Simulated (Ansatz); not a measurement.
Tetrafluoroethylene: measurement beside calculation (Ansatz, PBE0-D4/def2-TZVP geometry).

```xyz
6

F     0.955    0.881    1.190
C    -0.058    0.450    0.479
F    -1.198    1.003    0.815
C     0.058   -0.450   -0.479
F     1.198   -1.003   -0.815
F    -0.956   -0.881   -1.190
```

Measured: 1872 cm⁻¹ (C=C stretch, IR inactive, Raman spectroscopy). Source: Molecular, spectroscopic and thermochemical characterization of C2Cl3, C2F3 and C2Br3 radicals and related species, 2024 (pmc:11576102).

Harmonic PBE0-D4 wavenumbers (cm⁻¹, unscaled): 203, 211, 403, 429, 561, 563, 570, 814, 1217, 1372, 1374, 1942. Fundamentals include anharmonicity and usually lie a few per cent under these; harmonic values from spectra compare directly.

Enthalpy of formation at 298 K: -157.4 kcal/mol (zero for an element's reference state; older measured values of the G2 set, as listed by Staroverov and co-workers, J. Chem. Phys. 119, 12129, 2003). With their computed zero-point and thermal terms and the atoms' enthalpies of Curtiss and co-workers (1997) it gives an electronic atomization energy of 583.9 kcal/mol.

```csv
level,atomization (kcal/mol),error,error per bond
LDA (SPW92),745.1,161.3,32.3
PBE-D4,632.9,49.0,9.8
revPBE-D4,602.4,18.6,3.7
BLYP-D4,601.0,17.1,3.4
r2SCAN-D4,597.4,13.6,2.7
B97M-V,591.0,7.1,1.4
PBE0-D4,598.3,14.5,2.9
B3LYP-D4,586.6,2.8,0.6
r2SCANh-D4,586.3,2.4,0.5
r2SCAN0-D4,570.3,-13.6,-2.7
HSE06-D4,599.4,15.5,3.1
BHLYP-D4,543.3,-40.6,-8.1
CAM-B3LYP-D4,595.2,11.4,2.3
ωB97X-V,592.0,8.2,1.6
ωB97M-V,593.0,9.2,1.8
B2PLYP,582.5,-1.3,-0.3
PBE-QIDH,585.3,1.4,0.3
PBE,630.7,46.9,9.4
revPBE,594.6,10.7,2.1
BLYP,596.1,12.3,2.5
r2SCAN,596.9,13.1,2.6
PBE0,596.6,12.7,2.5
B3LYP,583.2,-0.6,-0.1
r2SCANh,585.8,1.9,0.4
r2SCAN0,569.7,-14.2,-2.8
HSE06,597.8,13.9,2.8
BHLYP,541.0,-42.8,-8.6
CAM-B3LYP,593.5,9.6,1.9
LC-ωPBE,600.4,16.5,3.3
RPA@PBE/def2-TZVPP,516.6,-67.2,-13.4
HF/def2-TZVPP,375.4,-208.4,-41.7
MP2/def2-TZVPP,603.1,19.2,3.8
SCS-MP2/def2-TZVPP,581.2,-2.6,-0.5
CCSD/def2-TZVPP,551.4,-32.5,-6.5
CCSD(T)/def2-TZVPP,568.1,-15.8,-3.2
HF/def2-QZVPP,376.7,-207.2,-41.4
MP2/def2-QZVPP,614.4,30.5,6.1
SCS-MP2/def2-QZVPP,593.1,9.3,1.9
HF/CBS(def2),376.8,-207.0,-41.4
MP2/CBS(def2),622.0,38.1,7.6
CCSD/CBS(def2),570.3,-13.6,-2.7
CCSD(T)/CBS(def2),587.0,3.1,0.6
```

Functionals use def2-TZVPP; B3LYP here is the variant with VWN-RPA as its local correlation; programs differ in this. The calculations leave out spin–orbit coupling, scalar relativity and, for the correlated methods, core correlation; together these are worth up to about 1 kcal/mol a heavy atom. HSE06 is defined as in plane-wave codes. CBS adds triple-zeta CCSD(T) − MP2 to the MP2 limit. T1 = 0.013.
